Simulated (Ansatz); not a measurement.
Where PBE holds and where it fails for rock-salt KF

Programs: Ansatz (a program for electronic structure).

| property | PBE | LDA | r²SCAN | HSE06 | reference | PBE less reference |
|---|---|---|---|---|---|---|
| lattice parameter a (Å) | 5.421 | 5.162 | 5.318 | 5.370 | 5.311 | +2.07 % |
| bulk modulus (GPa) | 29.0 | 43.7 | 35.2 | 31.6 | 34.2 | -15.2 % |
| cohesive energy (eV/atom) | 3.73 | 4.27 | 3.79 | 3.60 | 3.85 | -0.12 eV/atom |
| band gap (eV), at the measured cell | 6.18 (direct) | 5.81 | 6.83 | 8.18 | 10.9* | -4.72 eV |
| electronic dielectric constant ε∞ | 1.96 | 2.10 | 1.93 | – | 1.84* | +6.5 % |
| static dielectric constant | 6.55 | 5.44 | 5.45 | – | – | – |
| Born effective charge (magnitude) (e) | 1.13 | 1.15 | 1.13 | – | – | – |
| zone-centre TO phonon frequency (cm⁻¹) | 164 | 211 | 193 | 175 | 202* (186–202) | -18.8 % |
| LO(Γ) frequency (cm⁻¹) | 301 | 339 | 324 | – | 319* | -5.6 % |
| elastic constant C11 (GPa) | 58.7 | 96.3 | 76.9 | 65.1 | 75.8 | not scored |
| elastic constant C44 (GPa) | 13.6 | 13.6 | 12.3 | 14.0 | 12.9 | not scored |
| Voigt–Reuss–Hill shear modulus (GPa) | 16.6 | 21.1 | 18.1 | 17.8 | – | – |

PBE is well off the measurement for the lattice constant a (+2.07 %, at least halved by r²SCAN); bulk modulus (-15.2 %, at least halved by r²SCAN); band gap (-4.72 eV).  In between, or not called against an uncorrected reference: cohesive energy (-0.12 eV/atom), high-frequency dielectric constant (+6.5 %), zone-centre TO phonon frequency (-18.8 %), zone-centre LO phonon frequency (-5.6 %). Where no measured value is used, PBE differs from r²SCAN by +20 % in the static dielectric constant; from r²SCAN by 0.0 % in the Born effective charge (magnitude); from HSE06 by -6.7 % in the Voigt–Reuss–Hill shear modulus.

A star marks values at room or unstated temperature without corrections; heat and zero-point motion as a rule enlarge cells and lower moduli and gaps.

Low-temperature values still hold zero-point motion unless their source removed it.

Called good within 0.30 % for the lattice constant a, 5.0 % for the bulk modulus, 0.10 eV/atom for the cohesive energy (and 5 % of it).

Called well off beyond 0.83 % for the lattice constant a, 13.3 % for the bulk modulus, 0.25 eV/atom for the cohesive energy, 1.91 eV for the band gap, 50 % for the high-frequency dielectric constant, 40 % for the zone-centre TO phonon frequency, 15.0 % for the zone-centre LO phonon frequency (bounds picked here from the quality of each reference).

Not scored: elastic constant C11 (one secondary page as the only source), elastic constant C44 (one secondary page as the only source).

Brackets give the range of the sources taken for a reference, where it is wide.

Free atoms are spin-polarised, in the lowest state found; at levels without +SOC their spin–orbit coupling is left out.

Differences are worked out from the printed values.

The references are measured values: lattice constant a low temperature, bulk modulus low temperature, cohesive energy corrected to a static lattice, band gap temperature unstated, high-frequency dielectric constant room temperature, unchecked, zone-centre TO phonon frequency temperature unstated, zone-centre LO phonon frequency temperature unstated, elastic constant C11 low temperature, elastic constant C44 low temperature.

Unless a row names a cell, each level is at its own relaxed cell.

Density-functional gaps are differences of (generalised) Kohn–Sham levels.

Ansatz's density-functional and Hartree–Fock values are scalar-relativistic unless marked +SOC, with PAW data made under PBE.

References as tabulated in Doll and Stoll (1997), arXiv:cond-mat/9707218; arXiv:2311.05107; Harker's crystal data pages; Koller et al. (2013), arXiv:1304.4470 and others.
